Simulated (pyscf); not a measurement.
PySCF, gas phase, ωB97X-D3(BJ)/def2-SVP geometries.

Problem. Estimate the classical barrier height and the reaction energy of H₂Al–Cl + water (H₂O) -> HO–AlH–Cl + hydrogen (H₂) at ωB97M-D3(BJ)/def2-TZVP. The step runs on the singlet surface, breaks Al–H, H–O and forms Al–O, H–H; take the separated reactants as zero.

Solution. ΔE‡ = -6.3 kcal/mol, ΔE = -30.1 kcal/mol. Zero-point energy shifts the barrier by +0.5 kcal/mol. It is a four-centre exchange, with an imaginary mode of 1308i cm⁻¹. On the reactant side the descent ends in an adduct with a Al–O contact, 25.4 kcal/mol under the separated species and 18.1 kcal/mol under the saddle at ωB97X-D3(BJ)/def2-TZVP. At ωB97M-D3(BJ) the saddle lies under the separated reactants, which points to a path from their complex (located at ωB97X-D3(BJ) alone). What is counted as formed (Al–O) is already present as a longer contact in the reactant adduct; forming that adduct is a step of its own. At the saddle there is also a short Al–H contact that neither side keeps. This is the saddle that the search found; another between the same sides may lie lower.
